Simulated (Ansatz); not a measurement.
Geometry optimisation, RKS PBE0/def2-mTZVP (Ansatz 0.2.0).

Input:

```yaml
crystal:
  periodic: [false, false, false]
  atoms:
    - { symbol: O, position_ang: [-1.1412, 0.7659, -0.7901] }
    - { symbol: C, position_ang: [-0.2746, 0.6974, 0.2475] }
    - { symbol: Al, position_ang: [0.8894, -0.8776, -0.0463] }
    - { symbol: H, position_ang: [-1.8068, 0.1264, -0.6494] }
    - { symbol: H, position_ang: [-0.7955, 0.6018, 1.2067] }
    - { symbol: H, position_ang: [0.3615, 1.6271, 0.2715] }
    - { symbol: H, position_ang: [0.3226, -2.3438, -0.1052] }
    - { symbol: H, position_ang: [2.5366, -0.6542, -0.1906] }
basis:
  gaussian: { orbitals: def2-mTZVP }
hamiltonian:
  xc: pbe0
relax:
  f_tol: 0.015
  max_steps: 40
```

Run as:

```bash
$ ansatz run input.yaml --threads 1 --pin off --max-ram 2048MiB --backend cpu --events-out ev --progress --plain --runs-dir out
```

Q: Where does it end, and by what steps?

A: It converged. After 15 steps the energy has fallen by 0.584 eV; O1 moved furthest, 0.72 Å. Joined: O1–Al3.

```tsv
step	energy less start (eV)	largest force component (eV/Å)	accepted
0	0.0000	2.705	yes
1	-0.2352	1.325	yes
2	-0.2778	0.605	yes
3	-0.2890	0.283	yes
4	-0.2982	0.148	yes
5	-0.3057	0.143	yes
6	-0.3233	0.395	yes
7	-0.3787	0.692	yes
8	-0.4636	0.622	yes
9	-0.5134	0.651	yes
10	-0.4564	2.053	no
11	-0.5594	0.296	yes
12	-0.5731	0.327	yes
13	-0.5812	0.291	yes
14	-0.5832	0.053	yes
15	-0.5835	0.014	yes
```

```xyz
8
Properties=species:S:1:pos:R:3
O -0.537 0.386 -0.868
C -0.175 0.746 0.565
Al 0.806 -0.822 -0.048
H -1.456 0.103 -0.922
H -1.061 0.659 1.193
H 0.182 1.772 0.546
H 0.115 -2.228 0.233
H 2.218 -0.672 -0.755
```

Whether the end is a true minimum wasn't checked by a vibrational analysis.

The run took 24 s on 1 thread of Intel(R) Xeon(R) 6975P-C (Granite Rapids), on a shared host, peak memory 0.15 GiB.
